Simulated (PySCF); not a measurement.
Can point charges reproduce the dipole moment of `c1ncon1`?

Coordinates (PBE0-D3(BJ)/def2-SVP, Å) and charges (e) from the PBE0/pcSseg-1 density (PySCF):

| atom | x | y | z | Mulliken | IAO | Hirshfeld | ESP-fitted |
| --- | --- | --- | --- | --- | --- | --- | --- |
| C1 | -0.885 | -0.331 | 0.413 | +0.1837 | +0.0593 | +0.0504 | +0.5822 |
| N2 | 0.067 | 0.564 | 0.814 | -0.4079 | -0.3313 | -0.1975 | -0.6866 |
| C3 | 0.916 | 0.486 | -0.157 | +0.3222 | +0.1793 | +0.1088 | +0.5418 |
| O4 | 0.563 | -0.373 | -1.104 | -0.2679 | -0.1499 | -0.0264 | -0.1318 |
| N5 | -0.635 | -0.916 | -0.724 | -0.1261 | -0.1361 | -0.1116 | -0.4229 |
| H6 | -1.789 | -0.554 | 0.980 | +0.1427 | +0.1865 | +0.0831 | +0.0521 |
| H7 | 1.855 | 1.022 | -0.290 | +0.1533 | +0.1922 | +0.0930 | +0.0653 |

Q: Form Σ q r in debye for every column and set it beside the full dipole.

A: The full density gives (0.76, 0.79, 0.42) D, 1.18 D in size; dipole vectors point from the negative to the positive end.

```json
{"scheme": "Mulliken", "μx": "0.31", "μy": "0.76", "μz": "0.84", "size (D)": "1.18", "share of the full size (%)": "100", "angle to the full dipole (°)": "31"}
{"scheme": "IAO", "μx": "0.55", "μy": "0.74", "μz": "0.57", "size (D)": "1.08", "share of the full size (%)": "92", "angle to the full dipole (°)": "12"}
{"scheme": "Hirshfeld", "μx": "0.58", "μy": "0.41", "μz": "0.04", "size (D)": "0.72", "share of the full size (%)": "61", "angle to the full dipole (°)": "21"}
{"scheme": "ESP-fitted", "μx": "0.76", "μy": "0.76", "μz": "0.38", "size (D)": "1.14", "share of the full size (%)": "97", "angle to the full dipole (°)": "2"}
```

Q: Which set comes closest?

A: Length of the difference vector: ESP-fitted 0.05 D, IAO 0.26 D, Hirshfeld 0.57 D, Mulliken 0.62 D. Closest: ESP-fitted. The schemes that divide the density aren't constrained to reproduce the dipole.

Q: What is left for the Hirshfeld atoms' own dipoles?

A: The Hirshfeld atoms' densities add up to the full density, so μ = Σ q r + Σ (atomic dipoles). The atomic dipoles sum to (0.76, 0.79, 0.42) − (0.58, 0.41, 0.04) = (0.18, 0.38, 0.38) D, 0.57 D in size.

Q: With the origin at the mean of the coordinates, (0.013, -0.015, -0.010) Å, which are the largest single terms, by size, of the Hirshfeld dipole along the direction of the full one?

A: H7 +0.80, N5 +0.69, N2 -0.68, H6 -0.47, C3 +0.45 D; all 7 atoms together +0.67 D. The single terms depend on the origin, their sum doesn't.

Q: Give the size of the full dipole in other units.

A: 1.18 D = 0.463 au = 0.245 e·Å = 3.92 × 10⁻³⁰ C·m.

Geometry: PBE0-D3(BJ)/def2-SVP; no solvent, vibrations or thermal averaging.
